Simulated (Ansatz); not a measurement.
Reaction (hydrogen abstraction from a C–H bond): `C[SiH3]` + F• → `[CH2][SiH3]`• + H–F

Computed with Ansatz on PBE0-D4/def2-TZVP structures; ΔE is electronic, products minus reactants. CCSD(T)/CBS is the MP2 limit (def2-TZVPP, def2-QZVPP) plus CCSD(T) − MP2 in def2-TZVPP, frozen cores. This one scheme is used for every species, atoms too. Functionals use def2-TZVPP. HSE06 is defined as in plane-wave codes. No spin–orbit coupling; open shells (•) take unrestricted orbitals. Spin–orbit coupling would lower the free atoms: a little for F.

| level | ΔE (kcal/mol) | difference from CCSD(T)/CBS |
| --- | --- | --- |
| revPBE-D4 | -32.9 | 0.5 |
| B97M-V | -29.5 | 3.9 |
| HSE06-D4 | -30.7 | 2.7 |
| BHLYP-D4 | -25.8 | 7.6 |
| PBE | -35.5 | -2.1 |
| PBE0 | -30.8 | 2.6 |
| MP2/def2-SVP | -27.1 | 6.3 |
| CCSD/def2-TZVPP | -29.7 | 3.7 |
| SCS-MP2/def2-QZVPP | -33.1 | 0.3 |
| CCSD/CBS(def2) | -32.7 | 0.7 |
| CCSD(T)/CBS | -33.4 | 0 |

Largest T1 diagnostic among the species: 0.012.

At CCSD(T), def2-SVP lies +10.0 kcal/mol from the extrapolated value and def2-TZVPP +2.9 kcal/mol. From PBE to PBE0 (25 % exact exchange), in def2-TZVPP and without D4, ΔE moves by +4.6 kcal/mol.

CCSD(T)/CBS has its own doubt, a few kJ/mol and more with outer-core shells, so smaller differences from it don't rank the levels.
